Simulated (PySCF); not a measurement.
## Computed NMR parameters against published values

Atom-mapped SMILES (the numbers label the heavy atoms): `[CH3:1][CH3:2]` (H(Xn): hydrogen on atom n).

Measured values that the calculation should reproduce: δ ¹H H(C1)/H(C2) 0.86 ppm (measured; solution, not stated in the table (CDCl3 in this author's series); The use of chemical shift calculations in the conformational analysis of substituted benzenes, New J. Chem. 2019 (ESI)).
σ ¹³C C1/C2 180.8; σ ¹H H(C1)/H(C2) 29.89 ppm (measured; gas, zero density, 300 K; Wilczek, Jackowski, Molecules 2024, 29, 4460). Coupling constants: ¹J(C1,H(C1)) 125.0 Hz, ¹J(C1,C2) 35.0 Hz, ²J(C1,H(C2)) -4.8 Hz, ³J(H(C1),H(C2)) 8.1 Hz, ¹J(C1,H(C1)) 125.2 Hz, ¹J(C1,C2) 34.6 Hz, ¹J(C1,H(C1)) 124.9 Hz.

PySCF 2.14.0 with density-fitted response routines calculation with geometry from PBE0-D3(BJ)/def2-TZVP, σ from GIAO-KT3/pcSseg-2 and B3LYP/pcJ-2 coupling constants; relativity neglected, one conformer, equivalent nuclei averaged, isolated molecule.

Problem. How close does the calculation come?

Solution. 
Reference values: measured (solution, not stated in the table (CDCl3 in this author's series); The use of chemical shift calculations in the conformational analysis of substituted benzenes, New J. Chem. 2019 (ESI)).
```json
{"atoms": "H(C1)/H(C2)", "quantity": "δ ¹H", "reference": "0.86", "computed": "0.95", "computed, scaled": "0.97"}
```

Reference values: measured (gas, zero density, 300 K; Wilczek, Jackowski, Molecules 2024, 29, 4460).
```json
{"atoms": "C1/C2", "quantity": "σ ¹³C", "reference": "180.8", "computed": "172.3"}
{"atoms": "H(C1)/H(C2)", "quantity": "σ ¹H", "reference": "29.89", "computed": "30.68"}
```

Absolute shieldings are compared as such; zero-point and thermal motion, absent here, lowers them by some tenths of a ppm for H, a few ppm for C and up to about 10 ppm for F.

Computed shifts are σ(ref) − σ with the named reference compound (TMS for H and C) calculated as an isolated molecule at the same level. The measured values may be among those fitted. Scaled to experiment by linear calibration (H and C: mostly CDCl3 data, vs TMS): ¹H (scatter 0.14 ppm rms, 0.16 ppm with the 4 outliers that the fit left out). Occasional misses reach two or three times the rms, and more in compound classes unlike the fitted ones.

Coupling constants in Hz:
```tsv
coupling	reference	computed	source
¹J(C1,H(C1))	125.0	130.4	measured; gas, zero-density limit, 300 K; Wilczek, Jackowski, Molecules 2024, 29, 4460
¹J(C1,C2)	35.0	34.8	measured; gas, zero-density limit, 300 K; Wilczek, Jackowski, Molecules 2024, 29, 4460
²J(C1,H(C2))	-4.8	-3.4	measured; gas, zero-density limit, 300 K; Wilczek, Jackowski, Molecules 2024, 29, 4460
³J(H(C1),H(C2))	8.1	9.2	measured; gas, zero-density limit, 300 K; Wilczek, Jackowski, Molecules 2024, 29, 4460
¹J(C1,H(C1))	125.2	130.4	measured; Jessen and Sauer, arXiv:2312.00705
¹J(C1,C2)	34.6	34.8	measured; Jessen and Sauer, arXiv:2312.00705
¹J(C1,H(C1))	124.9	130.4	measured; liquid or solution (compiled); San Fabian, Garcia de la Vega, Suardiaz et al., Magn. Reson. Chem. 2013, 51, 775 (SI)
```

10 of the 50 published NMR values on file for this molecule are compared. The rest: values from further sources, protons in aromatic solvents, other calculations.
